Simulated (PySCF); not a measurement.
Diamond-structure Si, treated with PBE (GTH pseudopotentials, Gaussian basis; PySCF).

Cell (relaxed at this level):

```cif
data_Si2
_chemical_formula_sum 'Si2'
_space_group_name_H-M_alt 'P 1'
_space_group_IT_number 1
_cell_length_a 3.87064
_cell_length_b 3.87064
_cell_length_c 3.87064
_cell_angle_alpha 60.000
_cell_angle_beta 60.000
_cell_angle_gamma 60.000
loop_
_space_group_symop_operation_xyz
  'x, y, z'
loop_
_atom_site_label
_atom_site_type_symbol
_atom_site_fract_x
_atom_site_fract_y
_atom_site_fract_z
_atom_site_occupancy
Si1 Si 0.00000 0.00000 0.00000 1
Si2 Si 0.25000 0.25000 0.25000 1
```

Problem. Give the computed bulk modulus, cohesive energy and pressure derivative B′ of the bulk modulus.

Solution. 
bulk modulus: 88.5 GPa ± 3
cohesive energy: 4.47 eV/atom ± 0.07
pressure derivative B′ of the bulk modulus: 4.4

Measured, for comparison: bulk modulus 101 GPa (0 K value with zero-point phonon effects removed; as tabulated in Sun et al. (2011), doi:10.1103/physrevb.84.035117); cohesive energy 4.68 ± 0.08 eV/atom (from 0 K enthalpies of formation; zero-point vibration energy (9/8 kB θD) added; as tabulated in Csonka et al. (2009), arXiv:0903.4037). Computed (rounded) less measured: bulk modulus -12 %, cohesive energy -0.21 eV/atom.

A ± is a rough bar: the spread of an extrapolation, a floor set from checks against published values, or a statistical error.

Computed values are for the static lattice.

It cost roughly 2.8 core-hours of CPU time.
